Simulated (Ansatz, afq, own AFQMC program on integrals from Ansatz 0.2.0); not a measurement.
Integrals from Ansatz 0.2.0, then the random walk in our own AFQMC program (afq).

```yaml
crystal:
  periodic: [false, false, false]
  atoms:
    - {symbol: B, position_ang: [-1.175255, 0.000000, 0.749119]}
    - {symbol: Al, position_ang: [0.413714, 0.000000, -0.308589]}
    - {symbol: H, position_ang: [-0.190407, 0.000000, 1.404689]}
    - {symbol: H, position_ang: [1.721289, 0.000000, -1.178986]}
basis:
  gaussian: {orbitals: cc-pVDZ}
magnetization: {spin_polarized: true, initial_magnetization: 2}
correlation: {method: ccsd_t, electrons: outside_noble_gas, hamiltonian_folder: ham}
```

```sh
$ ansatz run in.yaml --threads 1 --pin off --events-out ev --progress --plain --max-ram 1382MiB
```

Options of the walk:

```
--method phaseless --trial cisd --walkers 60 --populations 1 --least-time 40 --time-step 0.005 --steps-per-block 50 --equilibration-blocks 28 --max-blocks 300 --target-error 0.00034 --factor-cut 1e-05 --start spin_pure --seed 9432 --release-times 0.24,0.51,0.99,1.62,2.4 --release-step 0.03 --release-every 4 --taylor-order 6
```

Times are imaginary, in 1/Eh. The walk had a cap of 932 s.

afq prints:

```
orbitals 36  electrons 5 3  factors 278 of 401
reference energy -267.59852301 Eh
CCSD correlation -0.14970361 Eh in 15 cycles, weight of the determinant in the CISD state 0.8888
energy of the start -267.747777 Eh
 block  time / (1/Eh)  mean weight  energy / Eh
     1     0.250  1.0003  -267.746865
     2     0.500  1.0004  -267.747766
     3     0.750  0.9997  -267.748334
     4     1.000  1.0006  -267.748862
     5     1.250  1.0010  -267.749966
     9     2.250  1.0006  -267.750806
    33     8.250  0.9999  -267.750899
    57    14.250  1.0000  -267.750728
    65    16.250  1.0003  -267.752826
    97    24.250  0.9998  -267.755350
   129    32.250  1.0000  -267.751612
   161    40.250  0.9999  -267.754738
   193    48.250  1.0009  -267.756539
   225    56.250  0.9996  -267.755674
   249    62.250  1.0008  -267.763488
   257    64.250  1.0004  -267.753946
   289    72.250  0.9996  -267.753959
   321    80.250  0.9997  -267.752589
blocks merged  error / Eh  count
     1  0.000189  300
     2  0.000245  150
     4  0.000296  75
     8  0.000351  37
    16  0.000412  18
    32  0.000437  9
released: time / (1/Eh)  energy / Eh  error  mean overlap
  0.24  -267.755160  0.000453  0.9933
  0.51  -267.755114  0.000384  0.9932
  0.99  -267.755035  0.000368  0.9817
  1.62  -267.755512  0.000332  0.9881
  2.40  -267.755468  0.000393  0.9854
energy -267.755196 +/- 0.000412 Eh
(rows thinned)
```

The run passed its tests (sampling time, drift between the halves within three errors, error under three times the target), which doesn't prove that it has relaxed.

Against this walk (error 11.2 meV) on the same determinant: CCSD(T) 46.8 meV higher, CCSDT(Q) 1.5 meV lower (within the noise). The error is statistical and leaves out the bias of the constraint. Released to 2.40 1/Eh the energy moves by -7 ± 15 meV (both errors), within twice the noise.

Cautions: constraint bias not in the error; error above the target (11.2 against 9.3 meV); lower spins were not checked.

The walk took 3.7 min on 1 thread of Intel(R) Xeon(R) 6975P-C (Granite Rapids), with other jobs on the host. The log's last line is the phaseless energy.

CCSDT and higher add their correlation energy to the determinant of the CCSD(T) run, since their own runs factorise the integrals more tightly (a shift of under 2 meV). A walk keeps the symmetry of its determinant, which the program's search chose and which needn't be the lowest solution, so a lower state of the same spin and another symmetry isn't excluded.
